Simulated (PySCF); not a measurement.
Molecule: SMILES ClC(Cl)[C@H]1CO1, C$_{3}$H$_{4}$Cl$_{2}$O.

Geometry (Å), atoms numbered from 1 in this order:
```xyz
10

Cl   -1.803   -1.639   -0.159
C    -1.223    0.044   -0.097
Cl   -1.164    0.724   -1.732
C     0.129    0.058    0.582
C     1.387   -0.041   -0.160
O     0.945    1.165    0.396
H    -1.958    0.621    0.470
H     0.086   -0.332    1.598
H     2.246   -0.496    0.321
H     1.363   -0.100   -1.241
```

Frames of a GFN2-xTB Langevin trajectory at 400 K; GIAO PBE0/pcSseg-1 shieldings in PySCF 2.14.0 with density-fitted response routines, gas phase, non-relativistic; equivalent atoms averaged within each frame.

δ = σ(ref) − σ, references computed at the same level: 35Cl (σ = 949.78 ppm) vs HCl; 13C (σ = 186.93 ppm) and 1H (σ = 31.72 ppm) against TMS; 17O (σ = 336.08 ppm) vs H2O. The references are static minima.

How do the shifts (ppm) fluctuate along the trajectory?

Answers


| time (fs) | Cl3 | Cl1 | C2 | C4 | C5 | O6 | H7 | H8 | H9 | H10 |
| --- | --- | --- | --- | --- | --- | --- | --- | --- | --- | --- |
| optimised geometry | 206 | 251 | 86.2 | 52.4 | 40.6 | 35.2 | 6.27 | 2.99 | 2.59 | 3.01 |
| 250 | 303 | 238 | 85.0 | 54.7 | 42.9 | 38.9 | 5.10 | 3.55 | 3.48 | 2.17 |
| 425 | 224 | 275 | 90.2 | 46.6 | 46.5 | 55.7 | 6.77 | 3.20 | 3.67 | 3.93 |
| 625 | 245 | 414 | 96.4 | 45.4 | 39.8 | 62.8 | 7.51 | 2.97 | 2.07 | 3.48 |
| 800 | 323 | 295 | 94.6 | 66.3 | 54.3 | 39.2 | 7.06 | 4.19 | 3.29 | 3.47 |
| 1000 | 283 | 194 | 78.5 | 59.5 | 43.9 | 46.3 | 5.01 | 4.70 | 3.24 | 2.89 |
| mean of frames | 276 | 283 | 89.0 | 54.5 | 45.5 | 48.6 | 6.29 | 3.72 | 3.15 | 3.19 |
| standard deviation | 41 | 83 | 7.3 | 8.8 | 5.5 | 10.5 | 1.16 | 0.71 | 0.63 | 0.68 |

5 frames give an uncertainty of the mean of about the standard deviation over 2.2 at best, since frames this close in time may not be independent; classical motion lacks zero-point vibration, and the reference would need the same averaging.
